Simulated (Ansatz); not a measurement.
Species, as SMILES: OCl (OH-Cl).
Atoms: O1, H2, Cl3. Bonds: O1-H2, O1-Cl3.

Basis-set convergence of the highest harmonic wavenumber at PBE0 with Ansatz (an electronic-structure program). Each level at its own minimum, finite differences of forces, unscaled; the reference is a large set that could be run, not a limit. Cartesian d functions, on some or all atoms, in 6-31G**, 6-31+G*; all else is spherical. The program fits the integrals of some runs and decomposes those of others, by size. No added dispersion term, no relativity. Reference: the value in aug-pcseg-2, 3834 cm⁻¹, itself unsure by roughly 6 cm⁻¹ (its mean distance from aug-cc-pV(T+d)Z, def2-TZVPPD). Deviations are taken from unrounded values.

| basis | functions | highest harmonic wavenumber (cm⁻¹) | minus reference (cm⁻¹) |
|---|---|---|---|
| def2-SV(P) | 34 | 3691 | -143 |
| def2-SVP | 37 | 3829 | -4 |
| 6-31G** | 39 | 3833 | 0 |
| 6-31+G* | 44 | 3764 | -69 |
| aug-cc-pV(D+d)Z | 64 | 3813 | -21 |
| def2-TZVP | 74 | 3817 | -17 |
| def2-TZVPP | 87 | 3838 | 5 |
| def2-TZVPD | 95 | 3816 | -18 |
| aug-cc-pV(T+d)Z | 124 | 3823 | -10 |
